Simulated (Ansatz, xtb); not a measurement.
**Relative energy of two isomers of C4H4OS**

Structure I is `CC(=O)C=C=S`, a singlet and structure II is `Sc1ccco1`, a singlet. Both are isolated molecules in the gas phase, relaxed with r2SCAN-D4/def2-SVP; the shapes shown needn't be the lowest conformers.

I (Å):

```xyz
10

C    -2.2028   -1.3303    0.3931
C    -0.9459   -0.6790    0.9190
C    -0.4638    0.5414    0.2036
C    -1.0657    1.0757   -0.8467
O    -0.3340   -1.1050    1.8767
S    -1.8124    1.6652   -2.0804
H    -2.4433   -2.2078    1.0062
H    -2.0650   -1.6353   -0.6568
H    -3.0423   -0.6168    0.4172
H     0.4494    0.9975    0.6016
```

II (Å):

```yaml
atoms:
  - { symbol: C, position_ang: [-1.7568, -0.3737, 0.9710] }
  - { symbol: C, position_ang: [-1.7084, -1.0210, -0.2397] }
  - { symbol: C, position_ang: [-0.8169, -0.2466, -1.0527] }
  - { symbol: C, position_ang: [-0.3973, 0.7995, -0.2832] }
  - { symbol: O, position_ang: [-0.9689, 0.7269, 0.9557] }
  - { symbol: S, position_ang: [-2.5905, -0.6493, 2.4906] }
  - { symbol: H, position_ang: [-3.2044, -1.7703, 2.0581] }
  - { symbol: H, position_ang: [-2.2390, -1.9305, -0.5145] }
  - { symbol: H, position_ang: [-0.5280, -0.4489, -2.0830] }
  - { symbol: H, position_ang: [0.2690, 1.6429, -0.4438] }
```

Quicker runs give these differences E(II) − E(I): GFN2-xTB −102.8 kJ/mol; HF/STO-3G −169.3 kJ/mol (at GFN2-xTB geometries); r2SCAN-D4/def2-SVP//GFN2-xTB −14.8 kJ/mol.

**Question.** Estimate E(II) − E(I) at the level CCSD(T)/def2-SVP + ΔMP2/def2-TZVPP.

**Answer.** Calculated at CCSD(T)/def2-SVP + ΔMP2/def2-TZVPP: E(II) − E(I) = −23.0 kJ/mol, so structure II lies lower.

The same difference at several levels:

```json
{"level": "GFN2-xTB", "geometry": "GFN2-xTB", "E(II) − E(I) (kJ/mol)": "−102.8", "departure from the last row (kJ/mol)": "−79.8", "job, with rough time for the two": "optimisation, 0.24 s"}
{"level": "HF/STO-3G", "geometry": "GFN2-xTB", "E(II) − E(I) (kJ/mol)": "−169.3", "departure from the last row (kJ/mol)": "−146.3", "job, with rough time for the two": "single point, 0.5 s"}
{"level": "r2SCAN-D4/def2-SVP//GFN2-xTB", "geometry": "GFN2-xTB", "E(II) − E(I) (kJ/mol)": "−14.8", "departure from the last row (kJ/mol)": "+8.2", "job, with rough time for the two": "single point, 3.5 s"}
{"level": "r2SCAN-D4/def2-SVP", "geometry": "r2SCAN-D4/def2-SVP", "E(II) − E(I) (kJ/mol)": "−16.0", "departure from the last row (kJ/mol)": "+7.0", "job, with rough time for the two": "optimisation, 35 s"}
{"level": "HF/def2-SVP", "geometry": "r2SCAN-D4/def2-SVP", "E(II) − E(I) (kJ/mol)": "−18.3", "departure from the last row (kJ/mol)": "+4.7", "job, with rough time for the two": "part of the CCSD(T) run"}
{"level": "MP2/def2-SVP", "geometry": "r2SCAN-D4/def2-SVP", "E(II) − E(I) (kJ/mol)": "−23.6", "departure from the last row (kJ/mol)": "−0.6", "job, with rough time for the two": "part of the CCSD(T) run"}
{"level": "CCSD(T)/def2-SVP", "geometry": "r2SCAN-D4/def2-SVP", "E(II) − E(I) (kJ/mol)": "−15.2", "departure from the last row (kJ/mol)": "+7.8", "job, with rough time for the two": "single point"}
{"level": "CCSD(T)/def2-SVP + ΔMP2/def2-TZVPP", "geometry": "r2SCAN-D4/def2-SVP", "E(II) − E(I) (kJ/mol)": "−23.0", "departure from the last row (kJ/mol)": "", "job, with rough time for the two": "single point, 39 s"}
```

As drawn, II has 1 C–S, 3 C∷C, 2 C∷O, 1 S–H in place of 2 C–C, 1 C=O, 1 C=C, 1 C=S, 1 C–H (∷ is an aromatic bond). Structure I has no ring, II a 5-membered ring (with an aromatic ring).

The levels shown agree on the order. The largest departure from CCSD(T)/def2-SVP + ΔMP2/def2-TZVPP is that of HF/STO-3G, 146.3 kJ/mol. The last row adds to CCSD(T) the change of the MP2 difference between the two basis sets, here −7.8 kJ/mol.

With harmonic frequencies from r2SCAN-D4/def2-SVP (ideal gas, rigid rotor, one conformer each, 298.15 K, 1 atm): the zero-point term adds +1.8 kJ/mol; ΔH is −23.7 and ΔG −17.6 kJ/mol.

The correlated steps freeze 10 core orbitals. Run with Ansatz 0.2.0, xtb 6.7.1; the last row on 2 threads of Intel(R) Xeon(R) Processor on a shared host.
